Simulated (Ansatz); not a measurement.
ammonia (SMILES N) moved off its minimum; all values from Ansatz (a program for electronic structure), cores frozen in correlated methods.
(charge 0, multiplicity 1)
```xyz
4

N     -0.22573     0.11137     0.16802
H     -0.51126    -0.79603    -0.26152
H     -0.28997     0.80626    -0.43973
H      0.82712    -0.01329    -0.05198
```

Forces at HF/def2-TZVPP (eV/Å):

| atom | Fx | Fy | Fz |
|---|---|---|---|
| N1 | 4.449 | -5.425 | 1.144 |
| H2 | -0.429 | 1.861 | 0.492 |
| H3 | -1.941 | 3.511 | -3.298 |
| H4 | -2.079 | 0.053 | 1.662 |

Task: Give the forces (eV/Å), the total energy and the dipole at CCSD(T)/aug-cc-pVTZ.

Result: 
| atom | Fx | Fy | Fz |
|---|---|---|---|
| N1 | 3.668 | -5.136 | 2.269 |
| H2 | -0.482 | 1.203 | 0.156 |
| H3 | -1.800 | 3.974 | -3.763 |
| H4 | -1.386 | -0.040 | 1.338 |
Energy -56.4605 hartree, dipole 1.80 D.
